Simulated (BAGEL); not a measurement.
# HF/3-21G (density fitting with qzvpp-jkfit) run of AlH3S (SMILES [AlH2][SH])

Aim: the energy change on altering one bond length of AlH3S at HF/3-21G (density fitting with qzvpp-jkfit), from 2 runs. 

The results are computed with BAGEL 1.2.2.

9 further runs of the same task are left out: 9 set aside as unsound or not needed. Runs told in other sessions of the task aren't counted.

## Step 1: The molecule

AlH3S has 5 atoms, charge 0, and is taken as a singlet. SMILES: `[AlH2][SH]`. The coordinates come from a PBE0-D4/def2-TZVP relaxation.

Bond lengths: Al1–S2 2.181 Å, Al1–H3 1.579 Å, Al1–H4 1.581 Å, S2–H5 1.344 Å. Angles: Al1–S2–H5 93.7°, S2–Al1–H3 116.5°, S2–Al1–H4 118.9°, H3–Al1–H4 124.6°.

## Step 2: The energy at HF/3-21G (density fitting with qzvpp-jkfit)

job.json

```json
{ "bagel": [

{
  "title": "molecule",
  "basis": "3-21g",
  "df_basis": "qzvpp-jkfit",
  "angstrom": true,
  "geometry": [
    { "atom": "Al", "xyz": [   -0.616100,   -0.064200,   -0.181700 ] },
    { "atom": "S", "xyz": [    1.129100,   -0.343100,    1.096600 ] },
    { "atom": "H", "xyz": [   -1.981700,   -0.650100,    0.351100 ] },
    { "atom": "H", "xyz": [   -0.441100,    0.696000,   -1.556400 ] },
    { "atom": "H", "xyz": [    1.959700,    0.287800,    0.249000 ] }
  ]
},
{
  "title": "hf"
},
{
  "title": "print",
  "file": "orbitals.molden",
  "orbitals": true
}

]}
```

Command:

```console
$ BAGEL_NUM_THREADS=1 BAGEL job.json > job.out
```

Log:

```text
* using 1 threads per process

  ===============================================================
  ===============================================================

  *** Geometry ***

  { "atom" : "Al", "xyz" : [     -1.164260,     -0.121320,     -0.343363 ] },
  { "atom" : "S", "xyz" : [      2.133690,     -0.648365,      2.072274 ] },
  { "atom" : "H", "xyz" : [     -3.744870,     -1.228511,      0.663483 ] },
  { "atom" : "H", "xyz" : [     -0.833558,      1.315249,     -2.941170 ] },
  { "atom" : "H", "xyz" : [      3.703296,      0.543863,      0.470542 ] },

  Number of auxiliary basis functions:      310

  Since a DF basis is specified, we compute 2- and 3-index integrals:
    o Being stored without compression. Storage requirement is 0.003 GB

  Number of basis functions:       32
  Number of electrons      :       32

    * METHOD: MOLECULE                             0.06

  *** RHF ***

  === Nuclear Repulsion ===
    73.8148997315

      * DIIS with orbital gradients will be used.

  === RHF iteration (3-21g) ===
      0       -637.87268893          0.01277560           0.01
      1       -637.90293983          0.00358353           0.01
      2       -637.90563836          0.00104003           0.01
      3       -637.90591778          0.00014132           0.01
      4       -637.90592530          0.00002796           0.01
      5       -637.90592566          0.00000493           0.01
      6       -637.90592568          0.00000054           0.01
      7       -637.90592568          0.00000009           0.01
      8       -637.90592568          0.00000002           0.01
      9       -637.90592568          0.00000001           0.01
    * SCF iteration converged.

    * Permanent dipole moment:
           (    0.320180,    -0.338323,     0.781841) a.u.

    * METHOD: HF                                   0.15

    * METHOD: PRINT                                0.00

  ===============================================================
```

Run time: 0.36 s. Hardware: 1 thread of Arm Neoverse V1, shared host.

## Step 3: The distorted shape, same level

hf.json

```json
{ "bagel": [

{
  "title": "molecule",
  "basis": "3-21g",
  "df_basis": "qzvpp-jkfit",
  "angstrom": true,
  "geometry": [
    { "atom": "Al", "xyz": [       1.022579,       0.638862,      -0.821044 ] },
    { "atom": "S", "xyz": [       2.767779,       0.359962,       0.457256 ] },
    { "atom": "H", "xyz": [      -1.981700,      -0.650100,       0.351100 ] },
    { "atom": "H", "xyz": [       1.197579,       1.399062,      -2.195744 ] },
    { "atom": "H", "xyz": [       3.598379,       0.990862,      -0.390344 ] }
  ]
},

{
  "title": "hf"
},

{
  "title": "print",
  "file": "orbitals.molden",
  "orbitals": true
}

]}
```

Command:

```console
$ BAGEL_NUM_THREADS=1 BAGEL hf.json > hf.out
```

Log:

```text
* using 1 threads per process

  ===============================================================
  ===============================================================

  *** Geometry ***

  { "atom" : "Al", "xyz" : [      1.932394,      1.207274,     -1.551548 ] },
  { "atom" : "S", "xyz" : [      5.230344,      0.680230,      0.864089 ] },
  { "atom" : "H", "xyz" : [     -3.744870,     -1.228511,      0.663483 ] },
  { "atom" : "H", "xyz" : [      2.263096,      2.643844,     -4.149355 ] },
  { "atom" : "H", "xyz" : [      6.799951,      1.872458,     -0.737643 ] },

  Number of auxiliary basis functions:      310

  Since a DF basis is specified, we compute 2- and 3-index integrals:
    o Being stored without compression. Storage requirement is 0.003 GB

  Number of basis functions:       32
  Number of electrons      :       32

    * METHOD: MOLECULE                             0.06

  *** RHF ***

  === Nuclear Repulsion ===
    70.4330475124

      * DIIS with orbital gradients will be used.

  === RHF iteration (3-21g) ===
      0       -637.64108793          0.01750643           0.01
      1       -637.70831950          0.00815165           0.01
      2       -637.72349694          0.00158636           0.01
      3       -637.72431102          0.00030076           0.01
      4       -637.72434591          0.00006066           0.01
      5       -637.72434691          0.00001513           0.01
      6       -637.72434699          0.00000310           0.01
      7       -637.72434699          0.00000073           0.01
      8       -637.72434699          0.00000015           0.01
      9       -637.72434699          0.00000005           0.01
     10       -637.72434699          0.00000002           0.01
     11       -637.72434699          0.00000000           0.01
    * SCF iteration converged.

    * Permanent dipole moment:
           (   -0.735004,    -0.736013,     1.088702) a.u.

    * METHOD: HF                                   0.18

    * METHOD: PRINT                                0.00

  ===============================================================
```

Run time: 0.36 s. Hardware: 1 thread of Arm Neoverse V1, shared host.

## Step 4: What came out

Level: HF/3-21G (density fitting with qzvpp-jkfit).

| quantity | value |
| --- | --- |
| first shape: total energy | -637.90593 Eh |
| first shape: dipole moment | 2.31 D |
| first shape: HOMO energy | -10.64 eV |
| first shape: LUMO energy | 1.03 eV |
| first shape: HOMO–LUMO gap | 11.66 eV |
| distorted shape: total energy | -637.72435 Eh |
| distorted shape: dipole moment | 3.83 D |
| distorted shape: HOMO energy | -7.66 eV |
| distorted shape: LUMO energy | -0.81 eV |
| distorted shape: HOMO–LUMO gap | 6.85 eV |
| energy change with the Al1–H3 bond stretched from 1.579 to 3.473 Å | 4.941 eV |

**Reading.** One bond (distorted shape) is far stretched, which a spin-restricted single reference describes badly; a broken-symmetry solution may lie lower. With the Al1–H3 bond stretched from 1.579 to 3.473 Å the energy rises by 4.94 eV (477 kJ/mol). The first shape isn't relaxed at this level, so the change isn't measured from a minimum. A restricted reference can't describe the breaking bond well at this length.
